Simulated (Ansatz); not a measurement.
Species: CH3Cl, charge 1, multiplicity 2. SMILES of the parent species: ClC
Coordinates optimised at B3LYP-D3(BJ)/def2-TZVP (Ansatz, a first-principles code):
```
C
H 1 1.0908
H 1 1.0908 2 118.23
H 1 1.1215 2 107.66 3 -122.15
Cl 1 1.7415 2 109.76 4 -110.94
```
Charge +1, spin multiplicity 2.

Parts of the frozen-core correlation energy in aug-cc-pV(T+d)Z (Ansatz, hartree). Frozen orbitals: 6; correlated occupied orbitals by spin: 7 and 6; virtual: 157 and 158. UHF or UKS for open shells. No spin-orbit coupling. Non-relativistic.

| term | value |
|---|---|
| reference (HF) | -498.77148 |
| MP2 opposite-spin | -0.26484 |
| MP2 same-spin | ? |
| CCSD correlation | ? |
| (T) | ? |
| T1 diagnostic | 0.023 |
| largest doubles amplitude | 0.023 |
| <S^2> of the reference | 0.763 |

Task: Complete the blanks.

Result: 
- MP2 same-spin, value: -0.07414
- CCSD correlation, value: -0.37644
- (T), value: -0.01506
